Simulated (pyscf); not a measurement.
Thermochemistry of product channels of F–In(F)–F (SMILES [F][In]([F])[F]) + HCl (SMILES Cl) on the singlet surface, in eV, from CCSD(T)/def2-TZVPP + ΔMP2(QZVPP) energies (ideal gas, 1 atm, RRHO with modes under 100 cm⁻¹ raised to 100, one conformer, R ln 2 for chiral ones without a mode under 150 cm⁻¹). Optimised with ωB97X-D3(BJ)/def2-SVP in PySCF. MP2 and CC: frozen core, UHF for open shells. ΔMP2 is the change of the MP2 total energy from the triple- to the quadruple-zeta basis.

| products | ΔE | ΔH(298 K) | ΔG(600 K) | ΔG(900 K) |
|---|---|---|---|---|
| F–Cl (SMILES FCl) + F–InH–F (SMILES [F][InH][F]) | +3.34 | +3.30 | +3.22 | +3.19 |
| HF (SMILES F) + F–In(F)–Cl (SMILES [F][In]([F])[Cl]) | ___ | -0.64 | -0.68 | ___ |

### Question
What belongs in the gaps?

### Answer

- HF (SMILES F) + F–In(F)–Cl (SMILES [F][In]([F])[Cl]), ΔE: -0.70
- HF (SMILES F) + F–In(F)–Cl (SMILES [F][In]([F])[Cl]), ΔG(900 K): -0.70

These are energies of the channels, which say nothing of barriers. The CCSD(T) − MP2 part came from Ansatz, without density fitting, on the same reference. The frozen core leaves the outer d or s,p core shells of the metals and heavy elements correlated in the MP2 and CC values, and def2-TZVPP describes them poorly, which can shift differences by a few kcal/mol. Elements past Kr carry the def2 core potentials, without spin-orbit coupling.
